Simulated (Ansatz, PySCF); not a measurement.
nitrous oxide (N2O), SMILES N#[N+][O-].

Coordinates come from a PBE0-D3(BJ)/def2-TZVP optimisation.

Vertical ionisation energy (IE) and electron affinity (EA) in eV. Rows of orbital energies are one-electron estimates. Where ΔSCF, EOM or ADC give a negative EA the extra electron is unbound and the value depends on the basis.

```
level                                                                         IE     EA
-------------------------------------------------------------------------  -----  -----
−ε(HOMO), −ε(LUMO), HF/def2-TZVPD (PySCF)                                  13.39  -2.28
−ε(HOMO), −ε(LUMO), PBE/def2-TZVPD (PySCF)                                  8.38   1.37
EOM-CCSD/aug-cc-pVDZ (PySCF)                                               12.74  -1.71
ADC(2)/aug-cc-pVDZ (PySCF)                                                 11.93  -1.63
ΔSCF, CAM-B3LYP/def2-TZVPD (Ansatz), final states of multiplicity 2 and 2      ?      ?
ΔSCF, PBE/def2-TZVPD (Ansatz), final states of multiplicity 2 and 2        12.91  -1.52
```

Question: What belongs in the gaps? (An estimate is asked for; the answer gives what the named calculation found.)

Answer: 
- ΔSCF, CAM-B3LYP/def2-TZVPD (Ansatz, a first-principles code), final states of multiplicity 2 and 2, IE: 12.93
- ΔSCF, CAM-B3LYP/def2-TZVPD (Ansatz), final states of multiplicity 2 and 2, EA: -1.68

Question: What vertical singlet–triplet gap does ΔSCF give with CAM-B3LYP/def2-TZVPD (Ansatz) and with PBE/def2-TZVPD (Ansatz)? (An estimate is asked for; the answer gives what the named calculation found.)

Answer: 5.78 and 6.14 eV (triplet above singlet where positive).

Question: Give the lowest 1s main lines (those of the lightest heavy element) from CVS-ADC(2)-x/aug-cc-pVDZ (PySCF, non-relativistic), with pole strengths. (Estimate from the structure and the level; the computed values follow.)

Answer: 410.3 eV (1.47), 414.8 eV (1.53).

Question: Beyond the first one, list the lowest photoelectron lines from ADC(2)/aug-cc-pVDZ (PySCF 2.14.0) with their pole strengths (two spins summed). (An estimate is asked for; the answer gives what the named calculation found.)

Answer: 15.64 eV (1.69), 18.33 eV (1.64), 18.35 eV (1.66), 18.35 eV (1.66).
